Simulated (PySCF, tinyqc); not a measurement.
RKS/exchange-only LDA in the sto-3g basis, for LiH, spin multiplicity 1, step by step. The lowest restricted solution is unstable here: a spin-polarised one lies 0.0156 hartree lower (PySCF). Computed by tinyqc, a small Python program that keeps every step (integrals from PySCF). Settings: charge = 0, multiplicity = 1, basis = sto-3g, energy threshold = 1e-08, iteration cap = 53, orthogonalisation = canonical, start = core, DIIS depth = 3, DIIS from iteration = 2, damping = 0.5, method = RKS, functional = Slater exchange alone, grid = [40, 86]. Command: `OMP_NUM_THREADS=1 python tinyqc.py 27290 27291 out.jsonl` (the two numbers bound the seeds that draw the settings). One thread of a shared host (Intel(R) Xeon(R) Processor @ 2.60GHz), about 0.4 s of CPU time with the checks. Later iterations appear only in the table of the cycle.

## One-electron integrals

Geometry (angstrom):

| atom | x | y | z |
|---|---|---|---|
| Li | 0.0000 | 0.0000 | 0.0000 |
| H | 0.0000 | 0.0000 | 2.8450 |

Basis sto-3g: exponents (1/bohr^2) and contraction coefficients of normalised primitives:

| element | l (shell) | exponent | coefficient |
|---|---|---|---|
| Li | s (1) | 16.1196 | 0.1543 |
| Li | s (1) | 2.9362 | 0.5353 |
| Li | s (1) | 0.7947 | 0.4446 |
| Li | s (2) | 0.6363 | -0.1000 |
| Li | s (2) | 0.1479 | 0.3995 |
| Li | s (2) | 0.0481 | 0.7001 |
| Li | p (3) | 0.6363 | 0.1559 |
| Li | p (3) | 0.1479 | 0.6077 |
| Li | p (3) | 0.0481 | 0.3920 |
| H | s (1) | 3.4253 | 0.1543 |
| H | s (1) | 0.6239 | 0.5353 |
| H | s (1) | 0.1689 | 0.4446 |

Overlap, kinetic and nuclear-attraction integrals over the contracted functions; the nuclear repulsion is the sum of Za Zb / Rab.

nuclear repulsion = 0.558008 hartree

overlap S, lower triangle:
```
         1Li 1s  1Li 2s  1Li 2px  1Li 2py  1Li 2pz   2H 1s
1Li 1s   1.0000
1Li 2s   0.2411  1.0000
1Li 2px  0.0000  0.0000   1.0000
1Li 2py  0.0000  0.0000   0.0000   1.0000
1Li 2pz  0.0000  0.0000   0.0000   0.0000   1.0000
2H 1s    0.0031  0.1436   0.0000   0.0000   0.2212  1.0000
```

kinetic energy T (hartree), lower triangle:
```
          1Li 1s   1Li 2s  1Li 2px  1Li 2py  1Li 2pz   2H 1s
1Li 1s    3.5768
1Li 2s   -0.0202   0.1022
1Li 2px   0.0000   0.0000   0.3197
1Li 2py   0.0000   0.0000   0.0000   0.3197
1Li 2pz   0.0000   0.0000   0.0000   0.0000   0.3197
2H 1s    -0.0025  -0.0009   0.0000   0.0000   0.0093  0.7600
```

nuclear attraction V (hartree), lower triangle:
```
          1Li 1s   1Li 2s  1Li 2px  1Li 2py  1Li 2pz    2H 1s
1Li 1s   -8.1689
1Li 2s   -1.0092  -1.3912
1Li 2px   0.0000   0.0000  -1.3683
1Li 2py   0.0000   0.0000   0.0000  -1.3683
1Li 2pz  -0.0051  -0.0592   0.0000   0.0000  -1.4075
2H 1s    -0.0113  -0.1916   0.0000   0.0000  -0.2973  -1.7846
```

core Hamiltonian H = T + V (hartree), lower triangle:
```
          1Li 1s   1Li 2s  1Li 2px  1Li 2py  1Li 2pz    2H 1s
1Li 1s   -4.5921
1Li 2s   -1.0294  -1.2890
1Li 2px   0.0000   0.0000  -1.0486
1Li 2py   0.0000   0.0000   0.0000  -1.0486
1Li 2pz  -0.0051  -0.0592   0.0000   0.0000  -1.0878
2H 1s    -0.0138  -0.1925   0.0000   0.0000  -0.2880  -1.0246
```

## Two-electron integrals

Functions are numbered as in S; the eight-fold symmetry (ij|kl) = (ji|kl) = (kl|ij) leaves the list below.

Two-electron integrals (ij|kl) in chemists' order, unique and non-zero (hartree):
```
(11|11) 1.6804     (21|11) 0.2654     (21|21) 0.0499     (22|11) 0.3977
(22|21) 0.0929     (22|22) 0.2906     (31|31) 0.0090     (32|31) 0.0138
(32|32) 0.0642     (33|11) 0.3966     (33|21) 0.0929     (33|22) 0.2905
(33|33) 0.3129     (41|41) 0.0090     (42|41) 0.0138     (42|42) 0.0642
(43|43) 0.0169     (44|11) 0.3966     (44|21) 0.0929     (44|22) 0.2905
(44|33) 0.2792     (44|44) 0.3129     (51|51) 0.0090     (52|51) 0.0138
(52|52) 0.0642     (53|53) 0.0169     (54|54) 0.0169     (55|11) 0.3966
(55|21) 0.0929     (55|22) 0.2905     (55|33) 0.2792     (55|44) 0.2792
(55|55) 0.3129     (61|11) 0.0030     (61|21) 0.0006     (61|22) 0.0012
(61|33) 0.0012     (61|44) 0.0012     (61|51) 9.65e-05   (61|52) 1.99e-04
(61|55) 0.0012     (61|61) 8.34e-06   (62|11) 0.0340     (62|21) 0.0082
(62|22) 0.0312     (62|33) 0.0293     (62|44) 0.0293     (62|51) 0.0011
(62|52) 0.0098     (62|55) 0.0349     (62|61) 1.27e-04   (62|62) 0.0090
(63|31) 2.83e-04   (63|32) 0.0019     (63|53) 0.0010     (63|63) 3.07e-04
(64|41) 2.83e-04   (64|42) 0.0019     (64|54) 0.0010     (64|64) 3.07e-04
(65|11) 0.0509     (65|21) 0.0123     (65|22) 0.0474     (65|33) 0.0443
(65|44) 0.0443     (65|51) 0.0017     (65|52) 0.0154     (65|55) 0.0534
(65|61) 1.92e-04   (65|62) 0.0142     (65|65) 0.0225     (66|11) 0.1860
(66|21) 0.0449     (66|22) 0.1833     (66|33) 0.1710     (66|44) 0.1710
(66|51) 0.0051     (66|52) 0.0576     (66|55) 0.2076     (66|61) 0.0007
(66|62) 0.0734     (66|65) 0.1175     (66|66) 0.7746
```

## Orthogonalisation

S = U s U^T; canonical form X = U s^(-1/2), so that X^T S X = 1. Each column of U has its largest component positive (the first on a tie).

eigenvalues of S: 0.6870  0.8289  1.0000  1.0000  1.1681  1.3161

X:
```
               1        2       3        4        5       6
1Li 1s   -0.5492   0.5955  0.0000   0.0000  -0.4960  0.4009
1Li 2s    0.7213  -0.4161  0.0000   0.0000  -0.3512  0.5194
1Li 2px   0.0000   0.0000  0.0123   0.9999   0.0000  0.0000
1Li 2py   0.0000   0.0000  0.9999  -0.0123   0.0000  0.0000
1Li 2pz   0.4595   0.6516  0.0000   0.0000   0.5555  0.3291
2H 1s    -0.6501  -0.5041  0.0000   0.0000   0.4220  0.4702
```

Within a degenerate level the vectors are fixed only up to a rotation; this is one choice.

## Starting guess

The start is the orbitals of the core Hamiltonian; D = 2 C_occ C_occ^T.

D at the start, lower triangle:
```
          1Li 1s  1Li 2s  1Li 2px  1Li 2py  1Li 2pz   2H 1s
1Li 1s    2.0776
1Li 2s   -0.2997  1.1402
1Li 2px   0.0000  0.0000   0.0000
1Li 2py   0.0000  0.0000   0.0000   0.0000
1Li 2pz  -0.1871  0.8536   0.0000   0.0000   0.6397
2H 1s    -0.0645  0.3195   0.0000   0.0000   0.2395  0.0897
```

## Iteration 1: exchange-correlation on the grid

Becke grid with 40 radial and 86 angular points per atom, points of zero weight dropped. rho = sum D_ij phi_i phi_j; V_xc,ij = sum w v_xc phi_i phi_j; v_xc is d(rho eps)/d rho.

The 16 grid points with the largest w rho, of 6864 (bohr, atomic units):

| x | y | z | w | rho | eps_xc | v_xc |
|---|---|---|---|---|---|---|
| 0.0000 | 0.0000 | 2.9932 | 0.4610 | 0.0189 | -0.1969 | -0.2625 |
| 0.0000 | 0.0000 | 2.6073 | 0.3495 | 0.0242 | -0.2136 | -0.2848 |
| 0.0000 | -1.1202 | 2.7757 | 0.5064 | 0.0163 | -0.1871 | -0.2495 |
| -1.1202 | 0.0000 | 2.7757 | 0.5064 | 0.0163 | -0.1871 | -0.2495 |
| 1.1202 | 0.0000 | 2.7757 | 0.5064 | 0.0163 | -0.1871 | -0.2495 |
| 0.0000 | 1.1202 | 2.7757 | 0.5064 | 0.0163 | -0.1871 | -0.2495 |
| 0.0000 | -0.9758 | 2.4179 | 0.3639 | 0.0216 | -0.2057 | -0.2743 |
| -0.9758 | 0.0000 | 2.4179 | 0.3639 | 0.0216 | -0.2057 | -0.2743 |
| 0.9758 | 0.0000 | 2.4179 | 0.3639 | 0.0216 | -0.2057 | -0.2743 |
| 0.0000 | 0.9758 | 2.4179 | 0.3639 | 0.0216 | -0.2057 | -0.2743 |
| 0.0000 | -1.2797 | 3.1709 | 0.6367 | 0.0116 | -0.1673 | -0.2231 |
| -1.2797 | 0.0000 | 3.1709 | 0.6367 | 0.0116 | -0.1673 | -0.2231 |
| 1.2797 | 0.0000 | 3.1709 | 0.6367 | 0.0116 | -0.1673 | -0.2231 |
| 0.0000 | 1.2797 | 3.1709 | 0.6367 | 0.0116 | -0.1673 | -0.2231 |
| 0.0000 | 0.0000 | 3.4194 | 0.4867 | 0.0151 | -0.1825 | -0.2433 |
| 0.0000 | 0.0000 | 2.2588 | 0.2430 | 0.0299 | -0.2292 | -0.3056 |

electrons on the grid, sum of w rho = 3.9998

E_xc = sum of w rho eps_xc = -1.776993 hartree

V_xc (hartree), lower triangle:
```
          1Li 1s   1Li 2s  1Li 2px  1Li 2py  1Li 2pz    2H 1s
1Li 1s   -0.9709
1Li 2s   -0.1267  -0.1520
1Li 2px   0.0000   0.0000  -0.1487
1Li 2py   0.0000   0.0000   0.0000  -0.1487
1Li 2pz  -0.0064  -0.0603   0.0000   0.0000  -0.1541
2H 1s    -0.0015  -0.0268   0.0000   0.0000  -0.0416  -0.2101
```

## Iteration 1: building the Kohn-Sham matrix

J_ij = sum D_kl (ij|kl); F = H + J + V_xc; E = tr D H + tr D J / 2 + E_xc + E_nn.

Coulomb J (hartree), lower triangle:
```
         1Li 1s  1Li 2s  1Li 2px  1Li 2py  1Li 2pz   2H 1s
1Li 1s   4.1017
1Li 2s   0.7018  1.3467
1Li 2px  0.0000  0.0000   1.3334
1Li 2py  0.0000  0.0000   0.0000   1.3334
1Li 2pz  0.0222  0.1232   0.0000   0.0000   1.3662
2H 1s    0.0086  0.1590   0.0000   0.0000   0.2426  0.9705
```

Kohn-Sham matrix F (hartree), lower triangle:
```
          1Li 1s   1Li 2s  1Li 2px  1Li 2py  1Li 2pz    2H 1s
1Li 1s   -1.4613
1Li 2s   -0.4544  -0.0943
1Li 2px   0.0000   0.0000   0.1360
1Li 2py   0.0000   0.0000   0.0000   0.1360
1Li 2pz   0.0106   0.0037   0.0000   0.0000   0.1243
2H 1s    -0.0068  -0.0604   0.0000   0.0000  -0.0870  -0.2642
```

total energy of this density = -7.250244 hartree

This density is the starting one.

## Iteration 1: diagonalisation and new density

Diagonalise F' = X^T F X, C = X C', fill 2 alpha and 2 beta electrons from the bottom; D = 2 C_occ C_occ^T; the new density keeps 0.5 of the old one (damping). Each column has its largest component positive (the first on a tie).

F' = X^T F X (hartree), lower triangle:
```
         1        2       3       4        5        6
1  -0.1144
2   0.2213  -0.2816
3   0.0000   0.0000  0.1360
4   0.0000   0.0000  0.0000  0.1360
5  -0.2180   0.5156  0.0000  0.0000  -0.5656
6   0.3892  -0.2834  0.0000  0.0000   0.4227  -0.5493
```

orbital energies (hartree): MO1 -1.4687, MO2 -0.2675, MO3 0.0593, MO4 0.1360, MO5 0.1360, MO6 0.1661

coefficients C:
```
             MO1      MO2      MO3      MO4     MO5      MO6
1Li 1s    0.9802  -0.0253  -0.3110   0.0000  0.0000  -0.0692
1Li 2s    0.0721   0.0647   1.0062   0.0000  0.0000   0.2543
1Li 2px   0.0000   0.0000   0.0000   0.9995  0.0317   0.0000
1Li 2py   0.0000   0.0000   0.0000  -0.0317  0.9995   0.0000
1Li 2pz  -0.0058   0.0690  -0.2207   0.0000  0.0000   0.9996
2H 1s    -0.0061   0.9714  -0.1392   0.0000  0.0000  -0.3360
```

D after iteration 1, lower triangle:
```
          1Li 1s  1Li 2s  1Li 2px  1Li 2py  1Li 2pz   2H 1s
1Li 1s    2.0002
1Li 2s   -0.0808  0.5795
1Li 2px   0.0000  0.0000   0.0000
1Li 2py   0.0000  0.0000   0.0000   0.0000
1Li 2pz  -0.1010  0.4308   0.0000   0.0000   0.3247
2H 1s    -0.0628  0.2221   0.0000   0.0000   0.1869  0.9885
```

Within a degenerate level the vectors are fixed only up to a rotation; this is one choice.

## Iteration 2: exchange-correlation on the grid

As before.

The 16 grid points with the largest w rho, of 6864 (bohr, atomic units):

| x | y | z | w | rho | eps_xc | v_xc |
|---|---|---|---|---|---|---|
| 0.0000 | 0.0000 | 3.8894 | 0.3020 | 0.0231 | -0.2103 | -0.2804 |
| 0.0000 | 0.0000 | 3.4194 | 0.4867 | 0.0130 | -0.1738 | -0.2317 |
| 0.0000 | 0.0000 | 2.9932 | 0.4610 | 0.0118 | -0.1681 | -0.2241 |
| 0.0000 | 0.0000 | 2.6073 | 0.3495 | 0.0134 | -0.1753 | -0.2337 |
| 0.0000 | -1.2797 | 3.1709 | 0.6367 | 0.0073 | -0.1435 | -0.1913 |
| -1.2797 | 0.0000 | 3.1709 | 0.6367 | 0.0073 | -0.1435 | -0.1913 |
| 1.2797 | 0.0000 | 3.1709 | 0.6367 | 0.0073 | -0.1435 | -0.1913 |
| 0.0000 | 1.2797 | 3.1709 | 0.6367 | 0.0073 | -0.1435 | -0.1913 |
| 0.0000 | -1.1202 | 2.7757 | 0.5064 | 0.0091 | -0.1545 | -0.2060 |
| -1.1202 | 0.0000 | 2.7757 | 0.5064 | 0.0091 | -0.1545 | -0.2060 |
| 1.1202 | 0.0000 | 2.7757 | 0.5064 | 0.0091 | -0.1545 | -0.2060 |
| 0.0000 | 1.1202 | 2.7757 | 0.5064 | 0.0091 | -0.1545 | -0.2060 |
| 0.0000 | -0.9758 | 2.4179 | 0.3639 | 0.0116 | -0.1670 | -0.2226 |
| -0.9758 | 0.0000 | 2.4179 | 0.3639 | 0.0116 | -0.1670 | -0.2226 |
| 0.9758 | 0.0000 | 2.4179 | 0.3639 | 0.0116 | -0.1670 | -0.2226 |
| 0.0000 | 0.9758 | 2.4179 | 0.3639 | 0.0116 | -0.1670 | -0.2226 |

electrons on the grid, sum of w rho = 3.9993

E_xc = sum of w rho eps_xc = -1.844689 hartree

V_xc (hartree), lower triangle:
```
          1Li 1s   1Li 2s  1Li 2px  1Li 2py  1Li 2pz    2H 1s
1Li 1s   -0.9627
1Li 2s   -0.1241  -0.1323
1Li 2px   0.0000   0.0000  -0.1276
1Li 2py   0.0000   0.0000   0.0000  -0.1276
1Li 2pz  -0.0041  -0.0476   0.0000   0.0000  -0.1376
2H 1s    -0.0014  -0.0333   0.0000   0.0000  -0.0528  -0.3623
```

## Iteration 2: building the Kohn-Sham matrix

As before.

Coulomb J (hartree), lower triangle:
```
         1Li 1s  1Li 2s  1Li 2px  1Li 2py  1Li 2pz   2H 1s
1Li 1s   3.8951
1Li 2s   0.6593  1.2558
1Li 2px  0.0000  0.0000   1.2358
1Li 2py  0.0000  0.0000   0.0000   1.2358
1Li 2pz  0.0162  0.1196   0.0000   0.0000   1.2889
2H 1s    0.0080  0.1861   0.0000   0.0000   0.2884  1.4292
```

Kohn-Sham matrix F (hartree), lower triangle:
```
          1Li 1s   1Li 2s  1Li 2px  1Li 2py  1Li 2pz   2H 1s
1Li 1s   -1.6597
1Li 2s   -0.4942  -0.1655
1Li 2px   0.0000   0.0000   0.0596
1Li 2py   0.0000   0.0000   0.0000   0.0596
1Li 2pz   0.0070   0.0128   0.0000   0.0000   0.0635
2H 1s    -0.0073  -0.0398   0.0000   0.0000  -0.0524  0.0423
```

total energy of this density = -7.393519 hartree

This density is a damped mixture and is not idempotent.

## Iteration 2: diagonalisation and new density

As before.

F' = X^T F X (hartree), lower triangle:
```
         1        2       3       4        5        6
1  -0.0954
2   0.3419  -0.3139
3   0.0000   0.0000  0.0596
4   0.0000   0.0000  0.0000  0.0596
5  -0.3379   0.4721  0.0000  0.0000  -0.5925
6   0.3078  -0.4112  0.0000  0.0000   0.5571  -0.5331
```

orbital energies (hartree): MO1 -1.6655, MO2 -0.0349, MO3 0.0108, MO4 0.0596, MO5 0.0596, MO6 0.1547

coefficients C:
```
             MO1      MO2      MO3      MO4     MO5      MO6
1Li 1s    0.9834  -0.2579   0.1439   0.0000  0.0000  -0.0925
1Li 2s    0.0615   0.8579  -0.4823   0.0000  0.0000   0.3377
1Li 2px   0.0000   0.0000   0.0000   0.9960  0.0889   0.0000
1Li 2py   0.0000   0.0000   0.0000  -0.0889  0.9960   0.0000
1Li 2pz  -0.0035   0.0966   0.6488   0.0000  0.0000   0.7889
2H 1s    -0.0053   0.4179   0.5292   0.0000  0.0000  -0.7882
```

D after iteration 2, lower triangle:
```
          1Li 1s  1Li 2s  1Li 2px  1Li 2py  1Li 2pz   2H 1s
1Li 1s    2.0338
1Li 2s   -0.2012  1.0295
1Li 2px   0.0000  0.0000   0.0000
1Li 2py   0.0000  0.0000   0.0000   0.0000
1Li 2pz  -0.0789  0.2981   0.0000   0.0000   0.1717
2H 1s    -0.1445  0.4693   0.0000   0.0000   0.1338  0.6690
```

Within a degenerate level the vectors are fixed only up to a rotation; this is one choice.

## Iteration 26 (converged): orbitals

converged F (hartree), lower triangle:
```
          1Li 1s   1Li 2s  1Li 2px  1Li 2py  1Li 2pz    2H 1s
1Li 1s   -1.6583
1Li 2s   -0.4942  -0.1747
1Li 2px   0.0000   0.0000   0.0525
1Li 2py   0.0000   0.0000   0.0000   0.0525
1Li 2pz   0.0050   0.0119   0.0000   0.0000   0.0505
2H 1s    -0.0073  -0.0448   0.0000   0.0000  -0.0606  -0.0120
```

Diagonalise F' = X^T F X, C = X C', fill 2 alpha and 2 beta electrons from the bottom; D = 2 C_occ C_occ^T. Each column has its largest component positive (the first on a tie).

F' = X^T F X (hartree), lower triangle:
```
         1        2       3       4        5        6
1  -0.1156
2   0.3283  -0.3322
3   0.0000   0.0000  0.0525
4   0.0000   0.0000  0.0000  0.0525
5  -0.3240   0.4776  0.0000  0.0000  -0.6079
6   0.3183  -0.3987  0.0000  0.0000   0.5415  -0.5546
```

orbital energies (hartree): MO1 -1.6642, MO2 -0.0613, MO3 -0.0118, MO4 0.0525, MO5 0.0525, MO6 0.1271

coefficients C:
```
             MO1      MO2      MO3      MO4     MO5      MO6
1Li 1s    0.9833  -0.1926  -0.2228   0.0000  0.0000  -0.0969
1Li 2s    0.0621   0.6343   0.7477   0.0000  0.0000   0.3482
1Li 2px   0.0000   0.0000   0.0000  -0.0339  0.9994   0.0000
1Li 2py   0.0000   0.0000   0.0000   0.9994  0.0339   0.0000
1Li 2pz  -0.0023   0.2080  -0.5265   0.0000  0.0000   0.8557
2H 1s    -0.0056   0.6348  -0.4313   0.0000  0.0000  -0.6979
```

D after iteration 26, lower triangle:
```
          1Li 1s  1Li 2s  1Li 2px  1Li 2py  1Li 2pz   2H 1s
1Li 1s    2.0078
1Li 2s   -0.1222  0.8124
1Li 2px   0.0000  0.0000   0.0000
1Li 2py   0.0000  0.0000   0.0000   0.0000
1Li 2pz  -0.0847  0.2636   0.0000   0.0000   0.0866
2H 1s    -0.2555  0.8046   0.0000   0.0000   0.2641  0.8059
```

Within a degenerate level the vectors are fixed only up to a rotation; this is one choice.

## Convergence

Stop when the energy changes by less than 1e-08 hartree and every element of the error matrix X^T (F D S - S D F) X is below 3e-05.

Course of the cycle:

| iteration | E (hartree) | change | largest element of the error matrix |
|---|---|---|---|
| 1 | -7.250244 | - | 2.24e-01 |
| 2 | -7.393519 | -1.43e-01 | 6.33e-02 |
| 3 | -7.419675 | -2.62e-02 | 5.93e-02 |
| 4 | -7.455338 | -3.57e-02 | 1.33e-02 |
| 5 | -7.467558 | -1.22e-02 | 1.37e-02 |
| 6 | -7.471503 | -3.95e-03 | 3.75e-02 |
| 7 | -7.476840 | -5.34e-03 | 1.21e-02 |
| 8 | -7.478656 | -1.82e-03 | 8.65e-03 |
| 9 | -7.479576 | -9.20e-04 | 5.80e-03 |
| 10 | -7.480043 | -4.67e-04 | 2.99e-03 |
| 11 | -7.480269 | -2.26e-04 | 1.52e-03 |
| 12 | -7.480379 | -1.10e-04 | 7.79e-04 |
| 13 | -7.480434 | -5.47e-05 | 3.85e-04 |
| 14 | -7.480461 | -2.72e-05 | 1.95e-04 |
| 15 | -7.480475 | -1.36e-05 | 9.80e-05 |
| 16 | -7.480481 | -6.77e-06 | 4.90e-05 |
| 17 | -7.480485 | -3.38e-06 | 2.45e-05 |
| 18 | -7.480486 | -1.69e-06 | 1.23e-05 |
| 19 | -7.480487 | -8.45e-07 | 6.13e-06 |
| 20 | -7.480488 | -4.22e-07 | 3.06e-06 |
| 21 | -7.480488 | -2.11e-07 | 1.53e-06 |
| 22 | -7.480488 | -1.06e-07 | 7.66e-07 |
| 23 | -7.480488 | -5.28e-08 | 3.83e-07 |
| 24 | -7.480488 | -2.64e-08 | 1.92e-07 |
| 25 | -7.480488 | -1.32e-08 | 9.58e-08 |
| 26 | -7.480488 | -6.60e-09 | 4.79e-08 |

PySCF RKS in the same basis, fine grid = -7.480662 hartree

Converged in 26 iterations. The coarse grid moves the energy by +1.74e-04 hartree.

## Populations, bond orders and dipole

Mulliken: Z minus the diagonal of D S on the atom; Loewdin: the same with S^(1/2) D S^(1/2); Mayer order: 2 sum_s sum (D(s) S)_ij (D(s) S)_ji over the two atoms.

Charges (e):

| atom | Mulliken | Loewdin |
|---|---|---|
| 1Li | -0.0210 | -0.0225 |
| 2H | 0.0210 | 0.0225 |

Mayer bond orders:

| pair | order |
|---|---|
| 2-1 | 0.9996 |

dipole moment about the origin, x y z (debye): 0.0000  0.0000  -3.5231
